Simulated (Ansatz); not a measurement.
Abridged output of a molecular run in Ansatz:

```
Functional definition: HF
754 factors; integrals over basis functions are off by at most 1.1e-3 eV
mean field evaluation 1: about -7580.6378 eV, gradient 3.1e1 eV
mean field evaluation 2: about -7580.6503 eV, gradient 3.1e1 eV
mean field evaluation 4: about -7583.2853 eV, gradient 2.1e0 eV
mean field evaluation 8: about -7583.3051 eV, gradient 3.0e-4 eV
mean field -7583.30513928 eV, -278.6813237197 hartree, gradient 1.4e-6 eV, S^2 0.000000; 0 other end points of the search recorded, 0 dependent functions left out
3 core orbitals not correlated: weight in the atoms' cores, before any rotation towards them, 1.000 or more for the frozen orbitals, at most 0.000 for the correlated occupied ones
reference -7583.30513928 eV, -278.6813237197 hartree; 12, 12 occupied and 61, 61 virtual orbitals, 754 factors
second order -9.34682324 eV of doubles, -0.00000000 eV of singles
cycle   1  -10.06105887 eV  change   -7.1e-1 eV  update   6.5e-2
cycle   2  -10.33643703 eV  change   -2.8e-1 eV  update   2.1e-2
cycle   3  -10.37643906 eV  change   -4.0e-2 eV  update   7.9e-3
cycle   4  -10.37647856 eV  change   -4.0e-5 eV  update   2.6e-3
cycle   5  -10.37573045 eV  change    7.5e-4 eV  update   1.0e-3
cycle   6  -10.37548135 eV  change    2.5e-4 eV  update   3.2e-4
cycle   7  -10.37547871 eV  change    2.6e-6 eV  update   8.7e-5
cycle   8  -10.37548159 eV  change   -2.9e-6 eV  update   3.0e-5
perturbative correction -0.28234778 eV, -0.0103760897 hartree
Total energy: -7593.96296866 eV, -279.0729917252 hartree
```

Its atoms:

```xyz
9

C     1.299    0.037   -1.634
Mg    0.003    0.001    0.002
C    -1.298   -0.037    1.635
H     2.316    0.325   -1.347
H     0.971    0.748   -2.400
H     1.371   -0.942   -2.120
H    -0.825    0.346    2.546
H    -2.191    0.573    1.460
H    -1.645   -1.051    1.858
```

Which basis set was used?
A. def2-TZVPPD
B. cc-pV(Q+d)Z
C. cc-pV(T+d)Z
D. def2-SVP

D. It gives 76 functions.

Write the keys of the input that set method, charge and spin (a neutral closed shell needs none for the last two).


```yaml
correlation: {method: ccsd_t}
```
